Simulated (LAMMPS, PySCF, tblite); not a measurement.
**Rock-salt CaO, equilibrium lattice constant a**

Reference value: 4.781 Å (measured, zero-point anharmonic expansion removed; as tabulated in Chen et al. (2018), doi:10.1103/physrevmaterials.2.073803).

### Question
Put these levels in order of the equilibrium lattice constant a that they give for rock-salt CaO, smallest first: GFN2-xTB (tblite), Hartree–Fock (PySCF), ionic model lewis1985c (shell model, LAMMPS).

### Answer
GFN2-xTB (4.180 Å), ionic model lewis1985c (4.807 Å), Hartree–Fock (4.871 Å)

Errors against the reference: ionic model lewis1985c +0.54 %, GFN2-xTB -12.6 %, Hartree–Fock +1.88 %.

A ± on a computed value is a rough bar: the spread of its extrapolation, a floor set from checks against published values, or a statistical error. GFN2-xTB: the cell moved over 20 % in volume from its start. GFN2-xTB: the method was fitted mainly to molecules. GFN2-xTB: the run uses a supercell at the zone centre in place of a k mesh.

Empirical potentials (ionic model lewis1985c) are fitted to chosen data: where that held the value shown, agreement is built in, and what lay outside the fit can be far off.

Differences are worked out from the printed values.
